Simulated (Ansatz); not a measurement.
Relaxation of CH4NSi (7 atoms, charge -1, multiplicity 1), to a largest force component of 0.02 eV/Å in at most 50 steps.

Theory: RKS r2SCAN/def2-SVP in Ansatz.

```xyz
7
Properties=species:S:1:pos:R:3
C -1.201 -0.937 -0.876
Si -0.295 0.402 -0.278
N 1.208 0.045 0.643
H -2.077 -0.636 -1.507
H -0.156 1.911 -0.119
H 1.051 0.137 1.643
H 1.470 -0.921 0.493
```

Where does it end, and by what steps?

It converged. Limits of this set-up: an anion without diffuse functions, the dipole of an ion depends on the origin. After 8 steps the energy has fallen by 0.082 eV; H6 moved furthest, 0.28 Å.

| step | energy less start (eV) | largest force component (eV/Å) | accepted |
| --- | --- | --- | --- |
| 0 | 0.0000 | 0.573 | yes |
| 1 | -0.0653 | 0.372 | yes |
| 2 | -0.0691 | 0.329 | yes |
| 3 | -0.0684 | 0.254 | no |
| 4 | -0.0801 | 0.122 | yes |
| 5 | -0.0809 | 0.112 | yes |
| 6 | -0.0813 | 0.094 | yes |
| 7 | -0.0814 | 0.063 | yes |
| 8 | -0.0819 | 0.009 | yes |

```xyz
7
Properties=species:S:1:pos:R:3
C -1.179 -0.921 -0.968
Si -0.288 0.352 -0.250
N 1.249 -0.018 0.603
H -2.062 -0.576 -1.555
H -0.312 1.883 -0.044
H 1.253 0.315 1.569
H 1.341 -1.036 0.644
```

Time of the run: 27 s on 1 thread of Arm Neoverse V2, with other jobs on the host, peak memory 0.14 GiB.
